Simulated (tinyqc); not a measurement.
Orbital energy against energy difference: ionisation energy by orbital energies and by energy differences in the 6-31g* basis, for H2O, spin multiplicity 1. Computed by the program tinyqc with PySCF. The cation is unrestricted; errors are against CCSD(T) in this basis, not against experiment.

Geometry (angstrom):
```
atom       x        y       z
O     0.0000   0.0000  0.0000
H     0.0000   0.6750  0.6340
H     0.0000  -0.7230  0.6790
```

CCSD(T) difference in the same basis = 12.0921 eV

IP-EOM-CCSD = 11.9151 eV

First vertical ionisation energy (eV):
```
method     -e(HOMO)  E(cation) - E  error of -e(HOMO)  error of the difference
HF          13.6547      10.940636             1.5626                  -1.1514
LDA          6.3520      12.772242            -5.7400                   0.6802
PBE          6.2698      12.437947            -5.8223                   0.3459
B3LYP        8.0086      12.484246            -4.0835                   0.3922
CAM-B3LYP    9.8993      12.473982            -2.1927                   0.3819
LC-wPBE     11.3472      12.512625            -0.7449                   0.4206
```

Estimate the missing row, method = PBE0.

Computed row:
```
method  -e(HOMO)  E(cation) - E  error of -e(HOMO)  error of the difference
PBE0      8.3734      12.364060            -3.7187                   0.2720
```

Koopmans errs by +1.56 eV and Delta-HF by -1.15 eV: relaxation, 2.71 eV, lowers the value and the missing correlation difference works against it. The PBE level is off by -5.8 eV through the wrong tail of its potential, though its energy difference is off by +0.35 eV; exact exchange deepens the level, and among the orbital energies LC-wPBE comes closest; among the differences PBE0 does.
